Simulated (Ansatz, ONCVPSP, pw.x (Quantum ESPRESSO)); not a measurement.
# W (Z = 74): one change to the ONCV potential, in the atom and in the bcc crystal

- Element: W (Z = 74)
- Generator: ONCVPSP 4.0.1.1 (patched build)
- Type: optimised norm-conserving Vanderbilt (ONCV)
- Functional: PBE
- Relativity: scalar-relativistic
- Frozen core: [Kr] 4d10 4f14
- Valence charge: 14
- Reference configuration: 5s2 5p6 5d4 6s2
- Partial waves: 5s+6s: rc 1.85 bohr, ncon 4, nbas 7, qcut 6 1/bohr, 2 projectors; 5p: rc 1.60 bohr, ncon 4, nbas 8, qcut 8 1/bohr, 1 projector; 5d: rc 2.80 bohr, ncon 5, nbas 9, qcut 5.5 1/bohr, 2 projectors, debl 1.4 Ha
- Local potential: polynomial inside 1.50 bohr (lpopt 5, dvloc0 3 Ha)
- Core correction: Teter function, parameters optimised by the program

Change: d: qcut 3.6.

Cutoffs, loose and tight: the cutoffs (Ha) at which the residual kinetic energy of the hardest occupied pseudo-wave falls to 1 and 0.1 mHa per electron. They do not see the model core or the augmentation charge, which bear on the density cutoff. Test errors are all-electron minus pseudo excitation energies from the reference, over the configurations 5s2 5p6 5d4 6s1; 5s2 5p6 5d4 6s0; 5s2 5p6 5d3 6s0; 5s2 5p6 5d4 6s0 6p2; variants that change the core or the reference have their own tests.

Crystal test: bcc W in pw.x 7.5, no spin, 14³ k-points, Fermi–Dirac smearing 0.01 Ry, cutoffs set for each file from its atomic test. The reference is all-electron LAPW (Ansatz 0.2.0) with the same functional, mesh and smearing; V0 and B0 come from Birch–Murnaghan fits to the pressures at five volumes. Errors are pseudo minus all-electron; Δ is the rms difference of the E(V) curves that follow from these fits, minima aligned, over ±6 % about the mean V0. Mesh and smearing are coarse, so the numbers serve the comparison and aren't converged zero-temperature values; the lattice is a test structure that the element need not adopt.

All-electron: a0 = 3.184 Å (V0 = 16.15 Å³/atom), B0 = 300.6 GPa.

Problem. Does the change bring the crystal closer to the all-electron result?

Solution. The mean pressure error goes from -10.90 to -13.43 GPa, so the change moves the solid further from the all-electron pressures.

```csv
quantity,base,changed
outcome (atom),generated,generated
"cutoff, loose (atom)",23 Ha,31 Ha
"cutoff, tight (atom)",28 Ha,37 Ha
bound ghosts (atom),none,none
largest test error (meV) (atom),+512,+512
cutoffs in pw.x (Ry),65/260,90/360
a0 (Å),3.146,3.137
a0 error (%),-1.19,-1.50
B0 error (%),+8.2,+7.3
Δ (meV/atom),38.8,48.6
mean pressure error (GPa),-10.90,-13.43
```

Base: The largest radius (2.80 bohr) exceeds half the bond length (2.60 bohr), so the spheres overlap, which is one possible source of error among others. This is a poor potential for the solid. Changed file: The largest radius (2.80 bohr) exceeds half the bond length (2.60 bohr), so the spheres overlap, which is one possible source of error among others. This is a poor potential for the solid.
